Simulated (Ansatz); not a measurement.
## Structure relaxation of SrHf

Level of theory: DFT PBE, scalar-relativistic, plane waves, PAW in Ansatz. Cutoff 420 eV, Γ-centred k mesh, Gaussian smearing, no spin polarisation in the final step.

The start puts SrHf on the caesium chloride structure type (Pm-3m, No. 221), with Sr in place of Cs, Hf in place of Cl, at a guessed volume.

```xyz
2
Lattice="3.7692 0.0000 0.0000 0.0000 3.7692 0.0000 0.0000 0.0000 3.7692" Properties=species:S:1:pos:R:3 pbc="T T T"
Sr    0.0000    0.0000    0.0000
Hf    1.8846    1.8846    1.8846
```

Cell and atoms relax at zero pressure; the relaxation can't lower the symmetry of the start. After a coarse first stage the cell is made exact in the group found at 0.06 Å.

Energies over the elements count from the elements' standard structures at the same level, with no empirical corrections.

Task: What does it relax into?

Result: It keeps Pm-3m (No. 221). The result has the caesium chloride structure. Conventional cell: a = 3.997 Å. Sr has 8 Hf at 3.46 Å and 6 Sr at 4.00 Å; Hf has 8 Sr at 3.46 Å and 6 Hf at 4.00 Å.

```
Sr Hf
1.0
     3.99675    0.00000    0.00000
     0.00000    3.99675    0.00000
     0.00000    0.00000    3.99675
Sr Hf
1 1
Direct
  0.00000 0.00000 0.00000
  0.50000 0.50000 0.50000
```

Task: What are its volume, energy, density and gap?

Result: The volume per atom is 31.92 Å³. The density is 6.92 g/cm³ and the energy over the elements is 1.02 eV/atom. The gap on the 14×14×14 mesh is 0 eV (a metal).

The final run used a 14×14×14 mesh on its 2-atom cell and 0.10 eV smearing. The k mesh leaves about 4 meV/atom of noise in metals. Spin–orbit coupling is left out. A structure relaxed within its symmetry needn't be a true minimum.

Cost: 3 runs of about 0.57 core-minutes in all, on Arm Neoverse V2 (shared hosts).